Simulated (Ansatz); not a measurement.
A run of Ansatz (development build ahead of 0.2.0) on doublet CHO at this shape:

| atom | x (Å) | y (Å) | z (Å) |
| --- | --- | --- | --- |
| C | 0.0278 | 0.5251 | -0.3122 |
| H | -0.0466 | 1.5053 | 0.2106 |
| O | -0.0151 | -0.5725 | 0.2627 |

Its results:

```json
{"Converged": "yes", "Reference energy": "-113.18146 hartree", "Correlation energy": "-0.19660 hartree", "Total energy": "-113.37807 hartree", "Spin squared of the determinant": "0.936"}
```

(1) Which input gives this output? Name the method, the orbitals and the basis set, and write the input.

Results:

(1) UHF-MP2 in 6-31G.

```yaml
crystal:
  periodic: [false, false, false]
  atoms:
    - { symbol: C, position_ang: [0.02778, 0.5251, -0.31217] }
    - { symbol: H, position_ang: [-0.04656, 1.50531, 0.21058] }
    - { symbol: O, position_ang: [-0.01513, -0.57249, 0.26266] }
basis:
  gaussian: { orbitals: "6-31G" }
magnetization:
  spin_polarized: true
  initial_magnetization: 1
hamiltonian:
  xc: hf
correlation:
  method: mp2
  frozen_orbitals: { C: 1, H: 0, O: 1 }
```

Caution: the unrestricted determinant is spin contaminated.
